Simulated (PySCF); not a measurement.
# A diatomic session: NaF

What are the lowest state that PBE0 finds, the bond length, vibrational wavenumber and bond energy of NaF, and how much do these hang on the method?

Program: PySCF 2.14.0. Level of theory: Na aug-pcseg-1, F aug-pcseg-1, no relativity. These are calculated values, not measurements.

### Step 1. Set-up

Settings of the job:

* atoms: Na, F
* charge: 0
* basis: Na aug-pcseg-1, F aug-pcseg-1
* Hamiltonian: no relativity
* basis functions: 37
* electrons treated: 20
* masses in u: 22.9898, 18.9984
* levels: PBE0, PBE, r²SCAN, B2PLYP, BLYP, B97-3, HSE06, HF, MP2, SCS-MP2, CCSD, CCSD(T)
* grid: 80 radial by 434 angular points
* occupations: held fixed by the projection of orbital angular momentum
* dissociation limit: Na + F, each in its ground configuration
* starting distance in angstrom: 2.190
* values of 2S to try: 0, 2

Run with:

```console
$ OMP_NUM_THREADS=1 python dia.py task.json out
```

Further steps of the session: First curve: PBE0; Higher solutions at PBE0; PBE (GGA); r²SCAN; B2PLYP (double hybrid); BLYP (GGA); B97-3; HSE06; RHF (mean field); Correlated methods on the Hartree–Fock reference.

Before running it: what results should come out? Wanted: for each run, Re; ωe; De; μ.

The runs gave:

Lowest PBE0 solution found, without spin–orbit coupling: ¹Σ⁺ (singlet), closed shell. The other levels ran on it alone.

```tsv
level	Re (Å)	ωe (cm⁻¹)	De (eV)	μ (D)
RHF	1.938	557	3.15	-8.52
RHF-MP2	1.965	527	5.26	n/a
RHF-SCS-MP2	1.963	529	5.09	n/a
RHF-CCSD	1.956	536	4.89	n/a
RHF-CCSD(T)	1.959	531	4.96	n/a
PBE	1.962	518	5.04	-8.01
BLYP	1.966	514	5.01	-8.00
r²SCAN	1.946	538	4.98	-8.22
PBE0	1.943	540	4.78	-8.22
B97-3	1.949	538	4.96	-8.34
HSE06	1.943	540	4.78	-8.22
B2PLYP	1.950	536	4.98	-8.41
```

De is counted to Na + F in their ground configurations. A positive dipole means Na(−)F(+).

Differences from CCSD(T) in the same basis:

```tsv
level	Re (mÅ)	ωe (%)
RHF	-22	+4.9
RHF-MP2	+5	-0.9
RHF-SCS-MP2	+3	-0.4
RHF-CCSD	-3	+0.9
PBE	+2	-2.6
BLYP	+6	-3.3
r²SCAN	-14	+1.3
PBE0	-16	+1.7
B97-3	-10	+1.3
HSE06	-17	+1.7
B2PLYP	-9	+0.8
```

What this shows: Against CCSD(T) in the same basis, the bond length is nearest at PBE (+2 mÅ) and farthest at RHF (-22 mÅ); the wavenumber is nearest at RHF-SCS-MP2 (-0.4 %) and farthest at RHF (+4.9 %). Hartree–Fock falls on the short and stiff side, its usual fault. CCSD(T) in a basis this small is itself some way from its limit, more so than the functionals. Among the levels with a De in the table, it runs from 3.15 eV (RHF) to 5.26 eV (RHF-MP2).

Correlated steps freeze 2 core orbitals. B2PLYP dipoles, levels and charges come from its SCF part alone.
